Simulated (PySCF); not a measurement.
Gas-phase reaction: 2 SiHF₂ + 4 H₂ = Si₂H₆ + 4 HF

Computed with PySCF and rigid-rotor harmonic-oscillator thermochemistry at 1 bar. † marks an energy on the PBE0/def2-TZVP geometry and frequencies; other levels use their own. MP2 and CCSD(T) freeze the core. 6-31G* has spherical d functions here. Open shells (unrestricted): SiHF₂ (multiplicity 2); the rest are closed-shell singlets. B3LYP is the form with VWN-RPA correlation. SiHF₂: computed as isolated molecules; such fragments, hydroxides, amides, oligomers or adducts are transient or little studied in the gas. MP2 isn't extrapolated to the basis-set limit; its ΔH°(298 K) is 127.8 kJ in def2-SVP and 168.1 kJ in def2-TZVPP. CCSD(T) isn't extrapolated to the basis-set limit; its ΔH°(298 K) is 98.6 kJ in def2-SVP and 142.9 kJ in def2-TZVPP. The harmonic model lacks anharmonicity and excited electronic states, which grow with temperature; levels with a mode under 35 cm⁻¹ are left out. Internal rotation in Si₂H₆ is treated as a harmonic vibration of one conformer, which makes the entropy rough.

| level | ΔE electronic, kJ | ΔH°(298 K), kJ | ΔS°(298 K), J/K | ΔG°(1200 K), kJ |
|---|---|---|---|---|
| B3LYP/6-31G* | 270 | 310 | -97 | 439 |
| BLYP/def2-TZVP† | 184 | 229 | -97 | 357 |
| CCSD(T)/def2-SVP† | 54 | 99 | -97 | 227 |
| CCSD(T)/def2-TZVPP† | 98 | 143 | -97 | 271 |
| HF/6-31G* | 248 | 295 | -97 | 424 |
| HF/def2-TZVP† | 212 | 257 | -97 | 386 |
| MP2/def2-TZVPP† | 123 | 168 | -97 | 296 |
| PBE/def2-SVP | 120 | 162 | -99 | 293 |
| PBE0/def2-QZVP† | 93 | 138 | -97 | 266 |
| PBE0/def2-SVP† | 62 | 107 | -97 | 236 |
| ωB97X-V/def2-TZVP† | 124 | 169 | -97 | 298 |
ΔH° is lowest at CCSD(T)/def2-SVP† and highest at B3LYP/6-31G*. No reference value is set beside these.
